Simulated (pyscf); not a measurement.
# Addition: 1,3-butadiene (H₂C=CH–CH=CH₂) + methyl (CH₃•) → •H₂C–CH(CH₃)–CH=CH₂

Gas phase, doublet surface, charge 0. Bonds broken: none. Bonds formed: C2–C11. Single points on ωB97X-D3(BJ)/def2-SVP structures (PySCF, gas phase).

Transition state (Å):

```xyz
14

C      0.8092    -0.6653     0.3616
C     -0.1875     0.2491     0.1578
C     -0.5148     0.7511    -1.1929
C     -1.6721     1.3313    -1.5274
H      0.9536    -1.1434     1.3342
H      1.5342    -0.8936    -0.4267
H     -0.9752     0.3466     0.9134
H      0.2605     0.6085    -1.9566
H     -1.8686     1.6682    -2.5491
H     -2.4651     1.4873    -0.7872
C      0.6684     2.2124     0.9599
H      1.0111     1.9350     1.9609
H     -0.2340     2.8272     0.8955
H      1.4452     2.4097     0.2160
```

One imaginary mode, 508i cm⁻¹; descent along it reached the two sides named.

| bond | change | reactant side (Å) | saddle | product side |
|---|---|---|---|---|
| C2–C11 | forms | 3.5 | 2.287 | 1.545 |

Electronic energies relative to the separated reactants (kJ/mol):

```csv
level,barrier,reaction energy,reverse barrier
ωB97X-D3(BJ)/def2-TZVP,28.8,-104.9,133.7
PBE/def2-TZVP,24.3,-86.9,111.1
r²SCAN/def2-TZVP,25.4,-89.8,115.2
B3LYP-D3(BJ)/def2-TZVP,27.0,-81.5,108.5
PBE0-D3(BJ)/def2-TZVP,24.2,-105.3,129.5
M06-2X/def2-TZVP,34.8,-95.8,130.6
ωB97M-D3(BJ)/def2-TZVP,32.7,-94.3,127.0
HF/def2-TZVP,52.0,-63.2,115.1
```

With ωB97M-D3(BJ)/def2-TZVP energies and thermal terms (ideal gas, 1 atm, RRHO with modes under 100 cm⁻¹ raised to 100, one conformer, R ln 2 for chiral ones without a mode under 150 cm⁻¹), in kJ/mol:

```
T (K)   ΔH‡    ΔG‡     ΔH     ΔG
-----  ----  -----  -----  -----
298    36.8   76.0  -80.6  -40.6
600    37.8  115.4  -80.1   -0.1
900    40.0  153.7  -77.3  +39.4
1200   42.4  191.3  -73.2  +77.7
```

•H₂C–CH(CH₃)–CH=CH₂ lies 83.7 kJ/mol over its isomer cyclic C₅H₉ (SMILES [CH]1CCCC1) [doublet] (electronic energy, ωB97M-D3(BJ)/def2-TZVP). This is the saddle that the search found; another between the same sides may lie lower.
